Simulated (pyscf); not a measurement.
Optimised with ωB97X-D3(BJ)/def2-SVP in PySCF. MP2 and CC: frozen core, UHF for open shells. ΔMP2 is the change of the MP2 total energy from the triple- to the quadruple-zeta basis.

What is the homolytic dissociation enthalpy (298 K, CCSD(T)/def2-TZVPP + ΔMP2(QZVPP)) of the Al–O bond of H₃C–O–AlH–OH, to H₃C–O• + [HO–AlH]•?

Al–O to H₃C–O• + [HO–AlH]•: 486.7 kJ/mol. The radicals are drawn with the spin at the cut bond; how far it spreads was not checked. H₃C–O–AlH–OH lies 102.1 kJ/mol over its isomer H₃C–Al(OH)–OH (electronic energy, ωB97M-D3(BJ)). H₃C–O• lies 29.4 kJ/mol over its isomer •H₂C–OH (electronic energy, ωB97M-D3(BJ)). Other isomers of [HO–AlH]• were not searched in full and may lie lower. The CCSD(T) − MP2 part came from Ansatz, without density fitting, on the same reference.
